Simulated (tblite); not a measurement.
Input of a run (GFN2-xTB geometry optimisation, gas phase (tblite 0.8.0)), started from a force field or distance geometry:
```
{"job": {"kind": "relax", "xc": "GFN2-xTB", "basis": "xTB"}, "charge": 0, "multiplicity": 2}
O     -1.981300    -0.945300    -0.367000
C     -1.066200    -0.021600    -0.170400
O      0.191500    -0.761200    -0.027600
C      1.300700    -0.027100     0.179800
O      1.429900     1.174800     0.304900
H     -1.137300     0.595700     0.742000
H     -0.881200     0.725200    -0.951700
H      2.153000    -0.731000     0.265600
```

Output (eV, eV/Å):
```
step      E/eV     max force
  0    -487.01222    3.176
  1    -487.20093    1.451
  2    -487.23378    1.494
  3    -487.26405    0.510
  4    -487.28159    0.298
  5    -487.28771    0.243
  6    -487.28951    0.179
  7    -487.29144    0.159
  8    -487.29328    0.161
  9    -487.29437    0.102
 10    -487.29491    0.076
 11    -487.29545    0.109
 12    -487.29637    0.151
 13    -487.29763    0.171
 14    -487.29863    0.129
 15    -487.29903    0.057
 16    -487.29910    0.024
 17    -487.29912    0.014
 18    -487.29913    0.007
```

Question: Summarise the run.

Answer: The energy falls by 6.6 kcal/mol over 18 L-BFGS steps, the largest force on an atom goes from 3.18 to 0.007 eV/Å, and the atoms move by 0.071 Å rms after alignment. The bond that changes most is O1–C2 (ends: oxygen bonded to C; carbon bonded to 2 O and 2 H), which shortens by 0.051 Å. Bonds longer at the end by more than 0.005 Å: 2 of 7; shorter: 5. Among the angles that change most is O1–C2–O3, from 104.9° to 115.6°. The energy never rose by more than 1e-5 eV on the way. The first step brought 66 % of the lowering.

Question: What are the final bond lengths?

Answer: O1–C2 1.264 Å, C2–O3 1.442 Å, O3–C4 1.326 Å, C4=O5 1.195 Å, C2–H6 1.130 Å, C2–H7 1.130 Å, C4–H8 1.101 Å. Numbering counts from 1 in the input's order; the species is `[O]COC=O` [radical].

On one thread, Arm Neoverse N1 (aarch64), on a shared host, this took under 0.1 s.

GFN2-xTB frequencies show an imaginary mode (92i cm⁻¹), so the point is no minimum at that level.

Shape of the structure used: `[O:1][CH2:2][O:3][CH:4]=[O:5]`: O1–C2–O3–C4 180°, C2–O3–C4–O5 0°.

One conformer stands for the species.

These are computed values.
